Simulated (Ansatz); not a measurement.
Relaxation of C$_{3}$H$_{3}$NO (8 atoms, charge 0, multiplicity 1), to a largest force component of 0.02 eV/Å in at most 50 steps.

Level of theory: UKS PBE0/def2-SVP in Ansatz 0.2.0.

```xyz
8
Properties=species:S:1:pos:R:3:forces:R:3
C -0.044 0.891 0.410 -2.90 3.47 1.07
C 0.990 0.188 0.010 3.21 -1.05 -0.54
O 0.505 -1.002 -0.473 3.66 0.33 0.00
C -0.740 -0.897 -0.331 -5.67 -0.02 0.10
N -1.244 0.218 0.161 2.05 -1.25 -0.22
H -0.108 1.948 0.816 0.41 -1.36 -0.40
H 2.089 0.343 0.005 -0.87 -0.20 -0.04
H -1.355 -1.745 -0.653 0.12 0.07 0.01
```

Task: Where does it end, and by what steps?

Result: The run converged. After 6 steps the energy has fallen by 0.370 eV; C4 moved furthest, 0.05 Å.

```
step  energy less start (eV)  largest force component (eV/Å)  accepted
   0                  0.0000                           5.675       yes
   1                 -0.2796                           2.501       yes
   2                 -0.3482                           0.811       yes
   3                 -0.3676                           0.222       yes
   4                 -0.3693                           0.062       yes
   5                 -0.3696                           0.033       yes
   6                 -0.3697                           0.004       yes
```

```xyz
8
Properties=species:S:1:pos:R:3
C -0.067 0.932 0.397
C 1.006 0.193 0.012
O 0.542 -0.989 -0.459
C -0.793 -0.906 -0.336
N -1.215 0.205 0.164
H -0.090 1.933 0.823
H 2.082 0.342 0.005
H -1.374 -1.767 -0.663
```

Whether the end is a true minimum wasn't checked by a vibrational analysis.

Run time: 15 s on 2 threads of Intel(R) Xeon(R) Platinum 8488C (Sapphire Rapids), on a shared host, peak memory 0.23 GiB.
